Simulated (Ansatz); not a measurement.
## [OH···H···Cl], doublet in cc-pVDZ: errors against UCCSDT(Q)

Geometry: a point of a hydrogen-transfer path between rigid fragments, not a stationary point.

```xyz
4

O    -1.0434   -0.2316    0.0000
H    -1.2927    0.6949    0.0000
H     0.4486   -0.2316    0.0000
Cl    1.8876   -0.2316    0.0000
```

Basis cc-pVDZ; Ansatz 0.2.0. Only valence electrons are correlated (noble-gas cores frozen), which leaves 15 electrons in 36 orbitals. Prefix R: restricted or restricted open-shell reference; prefix U: unrestricted. Active spaces: pair = (3e, 3o) about the gap; valence = (15e, 10o) chosen from the atoms' valence shells.

Full CI isn't at hand for all of this; UCCSDT(Q) serves as the reference, and is uncertain by about the last step of the cluster series. The frozen core follows each run's orbitals, which can shift R against U totals by a few meV.

For open shells CISD is restricted-active-space CI with the open shells as a complete middle space.

The UHF ⟨S²⟩ is 0.756. The T1 diagnostic (RCCSD) is 0.0118, the largest doubles amplitude (RCCSD) is 0.048 and the T1 diagnostic (UCCSD) is 0.0091.

```tsv
level	E − E(RHF) (eV)
UHF	-0.1127
RMP2	-8.3587
UMP2	-8.3586
RCCSD	-9.1442
UCCSD	-9.1456
RCCSD(T)	-9.2864
UCCSD(T)	-9.2870
```

Estimate how far UCCSDT(Q) in cc-pVDZ lies from RCCSD(T). The table doesn't fix it; the size of (T) and the diagnostics are the guide.

UCCSDT(Q) in cc-pVDZ lies 0.71 kcal/mol below RCCSD(T), which is 22 % of the (T) step (-3.28 kcal/mol). The diagnostics are small and one determinant leads, so the series closes fast and only a small part of (T) is left.

The other levels:

```tsv
level	E − E(UCCSDT(Q)) (kcal/mol)	share of correlation (%)	wall time
CISD	20.29	90.56	4.1 s
BCCD(T)	0.70	99.67	3.7 s
RCCSDT	0.38	99.82	–
UCCSDT	0.37	99.83	–
RCCSDT(Q)	0.02	99.99	38 s
CASSCF (pair space)	200.87	6.51	–
NEVPT2 (pair space)	20.63	90.40	1.6 s
CASSCF (valence space)	182.78	14.93	–
NEVPT2 (valence space)	40.13	81.32	2.9 s
MRCISD (valence space)	15.23	92.91	–
MRCISD+Q (valence space)	1.45	99.32	5.5 s
MRCISD+Q(relaxed) (valence space)	0.65	99.70	7.5 s
```

The correlation energy at UCCSDT(Q), counted from RHF, is -9.317 eV. That run took 33 s on 1 thread of Arm Neoverse V2, shared host.

Times hold each run's SCF and search for its determinant on a shared host, so for small cases they say little of a method's own cost; they ran on 1 thread of Arm Neoverse V2.

Natural occupations of CASSCF (valence space) about the gap: 1.999 1.999 1.983 1.976 1.000 0.025 0.017; effectively unpaired electrons, Σ n²(2−n)², 1.01.
